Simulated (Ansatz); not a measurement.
# B2H (doublet): wave-function methods side by side, cc-pVDZ

The task here is to estimate one member of a computed series from the others.

Program: Ansatz 0.2.0, Gaussian basis. Level of theory: cc-pVDZ, core rule «outside noble gas», up to 2 orbitals frozen. These are calculated values, not measurements.

The runs, in order: UHF; CCSD(T) on ROHF; CCSD(T) on UHF; BCCD(T) on ROHF; CISD; CCSDT(Q) on ROHF; CCSDT(Q) on UHF; CASSCF and MRCISD+Q, 7 electrons in 9 orbitals; CASSCF and NEVPT2, 7 electrons in 9 orbitals.

25 further runs of the same task are left out: 4 for a known fault of the program, 9 that didn't finish, 12 set aside as unsound or not needed.

### The system

The geometry is a PBE0/def2-TZVP stationary point (not a proven minimum).

3 atoms, charge 0, spin multiplicity 2.

Atoms are counted from 1 here; the program's logs count them from 0.

Bond lengths: B1–B2 1.523 Å, B1–H3 1.177 Å. Angles: B2–B1–H3 180.0°.

Set-up of the first run:

in.yaml

```yaml
crystal:
  periodic: [false, false, false]
  atoms:
    - {symbol: B, position_ang: [0.000000, 0.000000, 0.115089]}
    - {symbol: B, position_ang: [0.000000, 0.000000, -1.407623]}
    - {symbol: H, position_ang: [0.000000, 0.000000, 1.292533]}
basis:
  gaussian: {orbitals: cc-pVDZ}
magnetization: {spin_polarized: true, initial_magnetization: 1}
hamiltonian: {xc: hf}
output: {orbitals: {seedname: orbitals}}
```

Started as:

```console
ansatz run in.yaml --threads 1 --pin off --events-out ev --progress --plain --max-ram 2393MiB
```

Among the steps run: UHF; CCSD(T) on ROHF; CCSD(T) on UHF; BCCD(T) on ROHF; CISD; CCSDT(Q) on ROHF; CCSDT(Q) on UHF; CASSCF and MRCISD+Q, 7 electrons in 9 orbitals; CASSCF and NEVPT2, 7 electrons in 9 orbitals.

One table of the session follows, with a row left open; its other results are not shown here.

```
          method  from RCCSDT(Q) (meV)
            ROHF               +4407.8
            RMP2               +1263.2
            UMP2                +710.3
            CISD                +592.9
           RCCSD                +364.9
           UCCSD                -313.1
        RCCSD(T)                +206.4
        UCCSD(T)                -614.0
         BCCD(T)                +207.2
          RCCSDT                 +53.3
          UCCSDT                -971.2
       RCCSDT(Q)                     0
       UCCSDT(Q)               -1110.3
  CASSCF valence               +2185.9
  NEVPT2 valence                +569.2
  MRCISD valence                     ?
MRCISD+Q valence                  +0.3
```

**Question.** Estimate the row for MRCISD valence.

**Answer.** from RCCSDT(Q) (meV): +95.3. In the column «from RCCSDT(Q) (meV)» it lies between RCCSDT (+53.3) and RCCSD(T) (+206.4).

Left out of the table: UHF (another determinant or state than the rows shown).

To keep in mind: The determinant is far from a pure spin state, so its energy mixes those of several spin states (harmless only where they are near-degenerate, as at dissociation). The report flags that the cluster equations may have other roots. The program flags UCCSD(T), RCCSDT(Q), UCCSDT(Q) as in doubt, so the zero of the table is itself unsure. Warnings: spin contamination; coupled cluster took another determinant than the lowest. Restricted and unrestricted rows rest on different reference determinants; where their highest levels disagree by more than a few hundredths of an eV, they describe different states and don't form one ladder.
